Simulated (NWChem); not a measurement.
**One shape, several levels: C3H3FO (SMILES OC1C=C1F)**

We compute a comparison of 5 runs (HF/STO-3G, HF/3-21G, B3LYP/6-31G*, CAM-B3LYP/6-31+G*) of C3H3FO. 

The results are computed with NWChem 7.3.0.

**1. Starting point**

C3H3FO has 8 atoms, charge 0, and is taken as a singlet. SMILES: `OC1C=C1F`. The shape is that of a GFN2-xTB optimisation. This is one conformer, not always the lowest.

Bond lengths: O1–C2 1.397 Å, C2–C3 1.513 Å, C2–C4 1.484 Å, C3–C4 1.299 Å, C4–F5 1.319 Å, O1–H6 0.965 Å, C2–H7 1.090 Å, C3–H8 1.061 Å. Some angles: O1–C2–C3 118.0°, O1–C2–C4 120.4°, C3–C2–C4 51.4°, C2–C3–C4 63.2°, C2–C4–C3 65.5°, C2–C4–F5 145.4°, C3–C4–F5 149.1°, O1–C2–H7 112.9°, C3–C2–H7 120.3°, C4–C2–H7 120.7°.

**2. Energy and gradient at HF/STO-3G (run 1)**

File run.py:

```python
from ase import Atoms
from ase.calculators.nwchem import NWChem

molecule = Atoms('OCCCFHHH', positions=[
    [-1.493050, 0.507290, 0.241540],
    [-0.187320, 0.088400, 0.509800],
    [0.355940, -1.085300, -0.274510],
    [0.836590, 0.086270, -0.563860],
    [1.648640, 0.828300, -1.291390],
    [-1.544090, 1.470010, 0.276750],
    [0.099850, 0.234400, 1.551550],
    [0.283440, -2.129380, -0.449880],
])

calc = NWChem(
    label='c3h3fo',
    theory='scf',
    memory='2200 mb',
    basis='STO-3G',
    basispar='spherical bse',
    scf={'nopen': '0', 'rhf': None, 'thresh': '1e-08', 'maxiter': '80'},
)
molecule.calc = calc

forces = molecule.get_forces()
e = molecule.get_potential_energy()
print(f"E = {e:.6f} eV")
print("forces (eV/A):")
for s, f in zip(molecule.symbols, forces):
    print(f"{s:2s} {f[0]:10.5f} {f[1]:10.5f} {f[2]:10.5f}")
print("dipole (e A):", molecule.get_dipole_moment().round(4))
```

Started as:

```sh
$ export ASE_NWCHEM_COMMAND="nwchem PREFIX.nwi > PREFIX.nwo"
$ python run.py
```

The log of the run:

```text
E = -7774.093554 eV
forces (eV/A):
O    -1.75807   -1.80774   -0.45010
C     0.74315    0.00463   -0.07837
C     0.36633    2.24699   -0.12789
C    -0.59706   -1.85778    0.58832
F     0.52379    0.47344   -0.45503
H     0.54178    1.61445    0.27264
H     0.19941   -0.01450    0.27968
H    -0.01939   -0.65954   -0.02926
dipole (e A): [0.1661 0.0932 0.0763]
```

The calculator wrote c3h3fo.nwi:

```
title "c3h3fo"

permanent_dir c3h3fo

scratch_dir c3h3fo

start c3h3fo

geometry units angstrom nocenter noautosym noautoz
  O  -1.4930500000000000e+00 5.0729000000000002e-01 2.4154000000000000e-01
  C  -1.8731999999999999e-01 8.8400000000000006e-02 5.0980000000000003e-01
  C  3.5593999999999998e-01 -1.0852999999999999e+00 -2.7450999999999998e-01
  C  8.3658999999999994e-01 8.6269999999999999e-02 -5.6386000000000003e-01
  F  1.6486400000000001e+00 8.2830000000000004e-01 -1.2913900000000000e+00
  H  -1.5440900000000000e+00 1.4700100000000000e+00 2.7675000000000000e-01
  H  9.9849999999999994e-02 2.3440000000000000e-01 1.5515500000000000e+00
  H  2.8344000000000003e-01 -2.1293799999999998e+00 -4.4988000000000000e-01
end

memory 2200 mb

basis spherical bse noprint
   * library STO-3G
end

scf
  nopen 0
  rhf
  thresh 1e-08
  maxiter 80
end

task scf gradient
```

c3h3fo.nwo:

```text
Northwest Computational Chemistry Package (NWChem) 7.3.0
             --------------------------------------------------------

           Job information
           ---------------

    nwchem branch   = 7.3.0
    use scalapack   = T
    input           = c3h3fo.nwi
    prefix          = c3h3fo.
    data base       = c3h3fo/c3h3fo.db
    status          = startup
    nproc           =        1

           Memory information
           ------------------

[... 5 lines left out ...]
    hardfail = no
[... 136 lines left out ...]
         Quadratically convergent ROHF
[... 15 lines left out ...]
       Final RHF  results
[... 4 lines left out ...]
      Two-electron energy =    267.500543365566
[... 37 lines left out ...]
                       ROHF Final Molecular Orbital Analysis
[... 226 lines left out ...]
                 ----------------------------------------
                 |  Time  |  1-e(secs)   |  2-e(secs)   |
                 ----------------------------------------
                 |  CPU   |       0.00   |       0.14   |
                 ----------------------------------------
                 |  WALL  |       0.00   |       0.14   |
                 ----------------------------------------

 Task  times  cpu:        1.1s     wall:        1.1s
 Total times  cpu:        1.2s     wall:        1.2s
```

It took 2.3 s on 1 thread of Intel Xeon 6975P-C (Granite Rapids), shared host; peak memory 0.095 GiB.

**3. Energy and gradient at HF/3-21G (run 2)**

File mymol.xyz:

```xyz
8

O     -1.493050     0.507290     0.241540
C     -0.187320     0.088400     0.509800
C      0.355940    -1.085300    -0.274510
C      0.836590     0.086270    -0.563860
F      1.648640     0.828300    -1.291390
H     -1.544090     1.470010     0.276750
H      0.099850     0.234400     1.551550
H      0.283440    -2.129380    -0.449880
```

File mymol.nw:

```
start mymol
memory 2200 mb
charge 0
geometry noautosym nocenter noautoz
  load format xyz mymol.xyz
end
basis spherical bse
  * library 3-21G
end
scf
  thresh 1e-08
  maxiter 80
end
task scf gradient
```

Started as:

```sh
$ nwchem mymol.nw > mymol.out
```

The log of the run:

```text
[...]
  functions       =    51
[...]
  wavefunction    = RHF
[...]
         Total SCF energy =   -287.911225011985
      One-electron energy =   -713.977128134828
      Two-electron energy =    265.389643060116
 Nuclear repulsion energy =    160.676260062727
        Time for solution =      1.3s
[...]
                         RHF ENERGY GRADIENTS
    atom               coordinates                        gradient
                 x          y          z           x          y          z
   1 O      -2.821455   0.958639   0.456444    0.013021  -0.003173   0.002818
   2 C      -0.353983   0.167052   0.963382   -0.018164  -0.002939  -0.010873
   3 C       0.672629  -2.050920  -0.518749   -0.013769  -0.017074   0.014143
   4 C       1.580926   0.163027  -1.065541    0.018126   0.025993  -0.019138
   5 F       3.115478   1.565260  -2.440373   -0.004144  -0.000685   0.005067
   6 H      -2.917907   2.777916   0.522982    0.003644  -0.002885  -0.000185
   7 H       0.188689   0.442952   2.932004    0.001316   0.003780   0.010609
   8 H       0.535624  -4.023945  -0.850150   -0.000030  -0.003019  -0.002440
[...]
```

Wall time 2.2 s (1 thread of Intel Xeon 6975P-C (Granite Rapids), shared host); peak memory 0.098 GiB.

Runs 3 to 4 aren't shown in full; the table further down has their settings and results.

**4. Energy and forces at CAM-B3LYP/6-31+G(d) (spherical functions) (run 5)**

mymol.xyz, as its differences from that of step 3:

```diff
@@ -1,3 +1,3 @@
 8
-
+C3H3FO CAM-B3LYP
 O     -1.493050     0.507290     0.241540
```

File mymol.nw:

```
start mymol
title "C3H3FO CAM-B3LYP"
memory 2200 mb
charge 0

geometry noautosym nocenter noautoz
   load mymol.xyz
end

basis spherical bse
   * library 6-31+G*
end

dft
   xc xcamb88 1.00 lyp 0.81 vwn_5 0.19 hfexch 1.00
   cam 0.33 cam_alpha 0.19 cam_beta 0.46
   grid fine
   convergence energy 1e-08
   direct
   maxiter 100
   mulliken
   noprint "final vectors analysis"
end

task dft gradient
```

Started as:

```sh
$ nwchem mymol.nw > mymol.out
```

The log of the run:

```text
[...]
          Wavefunction type:  closed shell.
          No. of atoms     :     8
          No. of electrons :    38
[...]
          Charge           :     0
          Spin multiplicity:     1
[...]
          AO basis - number of functions:    96
[...]
              XC Information
              --------------
                     Hartree-Fock (Exact) Exchange  1.000
                   CAM-Becke88 Exchange Functional  1.000
                      VWN V Correlation Functional  0.190 local
              Lee-Yang-Parr Correlation Functional  0.810
[...]
 d= 0,ls=0.0,diis     1   -290.8659485336 -4.52D+02  1.95D-02  8.37D-01     5.1
[...]
 d= 0,ls=0.0,diis    10   -290.9620077043 -8.40D-09  4.43D-06  1.34D-08    49.9
         Total DFT energy =     -290.962007704273
      One electron energy =     -716.377961517448
           Coulomb energy =      301.022414031264
    Exchange-Corr. energy =      -36.282720280815
 Nuclear repulsion energy =      160.676260062727
[...]
  wavefunction    = closed shell
[...]
                         DFT ENERGY GRADIENTS
    atom               coordinates                        gradient
                 x          y          z           x          y          z
   1 O      -2.821455   0.958639   0.456444    0.006901   0.003439   0.001242
   2 C      -0.353983   0.167052   0.963382   -0.016731  -0.003866   0.010798
   3 C       0.672629  -2.050920  -0.518749   -0.007194  -0.022779   0.005922
   4 C       1.580926   0.163027  -1.065541    0.014217   0.012282  -0.015773
   5 F       3.115478   1.565260  -2.440373   -0.000762  -0.000120   0.001791
   6 H      -2.917907   2.777916   0.522982    0.000115  -0.003425  -0.001190
   7 H       0.188689   0.442952   2.932004    0.001493   0.000999  -0.002787
   8 H       0.535624  -4.023945  -0.850150    0.001962   0.013471  -0.000003
[...]
```

Wall time 74 s (1 thread of Intel Xeon 6975P-C (Granite Rapids), shared host); peak memory 0.11 GiB.

**5. The series**

```csv
run,level,iteration cap,module,energy (Eh),dipole moment (D),HOMO energy (eV),LUMO energy (eV),wall time
1,HF/STO-3G,80,scf,-285.692671,0.99,-8.33,8.59,2.3 s
2,HF/3-21G,80,scf,-287.911225,1.13,-10.53,4.86,2.2 s
3,B3LYP/6-31G* (spherical functions),100,dft,-291.052987,0.88,-7.22,0.64,26 s
4,B3LYP/6-31G* (Cartesian functions),100,dft,-291.057328,0.88,-7.23,0.64,26 s
5,CAM-B3LYP/6-31+G* (spherical functions),100,dft,-290.962008,1.03,–,–,74 s
```

**6. What came out**

```
                       quantity          value
            run 5: total energy  -290.96201 Eh
           run 5: dipole moment         1.03 D
run 5: largest force on an atom     1.266 eV/Å
```

In words: The dipole moment (its size) runs from 0.88 D (B3LYP/6-31G*) to 1.13 D (HF/3-21G). The two ends differ in method and basis. Over runs 1, 2, 3, 4 the HOMO–LUMO gap runs from 7.86 eV (B3LYP/6-31G*) to 16.92 eV (HF/STO-3G). Totals of different functionals can't be ranked against each other. In run 1 the basis is minimal, so the values are rough. All runs together took 2.2 min, the longest 74 s.
